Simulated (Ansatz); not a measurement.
We consider rock-salt BaTe, described by r²SCAN50 in Ansatz (plane waves, PAW).

Run with plane-wave cutoff 520 eV, 6×6×6 k mesh, Fermi–Dirac smearing 0.01 eV, scalar-relativistic PAW data made under PBE.

A third-order Birch–Murnaghan fit to the energies gives V0 = 43.508 Å³/atom, B0 = 32.4 GPa, B′ = 4.4.

| V (Å³/atom) | P (GPa) |
|---|---|
| 41.341 | ___ |
| 42.023 | 1.215 |
| 43.517 | -0.007 |
| 44.605 | ___ |
| 45.693 | -1.426 |

Q: Estimate the withheld pressures from this fit; the answers are the runs' own values.

A: 
- 41.341, P (GPa): 1.852
- 44.605, P (GPa): -0.764

The formula P = (3/2) B0 (x^(7/3) − x^(5/3)) [1 + (3/4)(B′ − 4)(x^(2/3) − 1)] with x = V0/V meets the computed pressures within 0.01 GPa when these rounded values are put in.

Measured, for comparison: equilibrium volume per atom 43.00 Å³/atom (room temperature, not corrected to a static lattice; as tabulated in Lucero et al. (2012), arXiv:1111.4515). Computed (rounded) less measured: equilibrium volume per atom +1.2 %.

Spin–orbit coupling is not included.

Ansatz is a quantum-chemistry and plane-wave program.
